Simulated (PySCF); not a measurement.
The PySCF input:
```python
from pyscf import gto, scf, dft

mol = gto.M(
    atom='''
C    -1.309560    0.641654   -0.781884
S     0.005058   -0.416698   -0.079591
C     1.544921    0.562567   -0.186408
O    -0.289887   -0.665127    1.301266
H    -2.257560    0.110577   -0.726319
H    -1.067453    0.860843   -1.816880
H    -1.374494    1.551658   -0.186786
H     1.414877    1.474374    0.395107
H     2.362136   -0.017419    0.237400
H     1.748490    0.782823   -1.229443
''',
    basis='6-31g',
    charge=3,
    spin=1,
    verbose=3,
)

mf = dft.UKS(mol)
mf.xc = 'b3lyp'
mf.kernel()
```

### Question
What does this run give for the number of basis functions, <S^2>, Mulliken (on the basis functions themselves) charges in atom order, HOMO energy, nuclear repulsion energy?

### Answer

| Quantity | Result |
|---|---|
| number of basis functions | 52 |
| <S^2> | 0.833 |
| Mulliken (on the basis functions themselves) charges in atom order | C1 -0.66, S2 1.38, C3 -0.66, O4 0.16, H5 0.47, H6 0.45, H7 0.47, H8 0.47, H9 0.47, H10 0.45 |
| HOMO energy | -30.04 eV |
| nuclear repulsion energy | 184.1033 Eh |

These values belong to the state on which the SCF converged, which isn't shown to be the lowest.
